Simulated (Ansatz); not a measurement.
**Rock-salt TiN**

Level of theory: HSE06 (PAW; Ansatz, a program for electronic structure).

Run with plane-wave cutoff 500 eV, 10×10×10 k mesh, Fermi–Dirac smearing 0.05 eV, no spin polarisation, scalar-relativistic PAW data made under PBE.

Cell: relaxed at this level.

* **equilibrium volume per atom**: 9.31 Å³/atom
* **lattice constant a**: 4.207 Å

Measured, for comparison: equilibrium volume per atom 9.52 Å³/atom, lattice constant a 4.239 Å (temperature not stated, not corrected to a static lattice; as tabulated in Zhang et al. (2018), doi:10.1088/1367-2630/aac7f0). Computed (rounded) less measured: equilibrium volume per atom -2.2 %, lattice constant a -0.8 %. A static lattice is as a rule a little smaller and stiffer than an uncorrected measurement, which narrows the difference in the lattice constant a and would widen misses of the other sign.

Note: exact exchange on metals is sensitive to the k mesh and can open a false gap; the run has no spin polarisation, so it can have missed a magnetic state.

Static lattice: no zero-point or thermal effects.

It cost very roughly 8 core-minutes of CPU time.
